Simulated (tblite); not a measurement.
# FO2S: the cost of one run

Computed with tblite 0.8.0 and PySCF 2.14.0; each step states its level. No surroundings beyond the atoms listed, unless a continuum is named. Atoms count from 0, parts from 1.

## Step 1: The system as given

4 atoms, charge -1, multiplicity 1; geometry: rigid parts in contact. Parts: 1 = atoms 0–2, `O=S=O`, charge 0; 2 = atom 3, `[F-]`, charge -1.

## Step 2: Search for minima with GFN2-xTB

What the job is given:

```
{"job": {"kind": "dock", "xc": "GFN2-xTB", "basis": "xTB"}, "charge": -1, "multiplicity": 1, "parts": [{"atoms": "0-2", "charge": 0, "multiplicity": 1}, {"atoms": "3-3", "charge": -1, "multiplicity": 1}]}
O     -0.841751    -0.746891    -0.531273
S      0.432680    -0.209502    -0.151829
O      0.409071     0.956393     0.683101
F      1.552273    -2.219536     1.072197
```

Level: GFN2-xTB search for minima from random contacts, gas phase.

Launch:

```
$ OMP_NUM_THREADS=1 python cluster_run.py task.json out
```

One launch serves the whole session: the jobs run in the order shown.

Q: Estimate the wall time of this first job on 1 thread of Arm Neoverse N1, shared host.

About 5.5 s.
